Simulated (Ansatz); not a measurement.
doublet BHS(+): levels of theory in one basis

```yaml
atoms:
  - { symbol: H, position_ang: [0.0000, -0.0006, -1.3602] }
  - { symbol: B, position_ang: [0.0000, 0.0005, -0.1684] }
  - { symbol: S, position_ang: [0.0000, 0.0001, 1.5287] }
```

Basis set: def2-SVP (spherical functions). Left uncorrelated: 6 orbitals. Correlation on ROHF uses semicanonical orbitals with singles. Charge 1, multiplicity 2.

Computed with Ansatz (development build ahead of 0.2.0); each method stands on the lowest determinant of its kind that the runs found.

```
  method  E − E(ROHF) (eV)  <S²> of the determinant
    ROHF              0.00                     0.75
     UHF             -0.10                     0.76
ROHF-MP2             -4.53                        –
 UHF-MP2             -4.52                     0.76
```

Problem. What does ROHF-CCSD(T) give on the same scale?

Solution. -5.50 eV.

Problem. Is a single determinant a sound starting point here?

Solution. By this sign, yes. Unrestricted orbitals gain 0.10 eV and <S²> is 0.76 against 0.75 for a pure state.
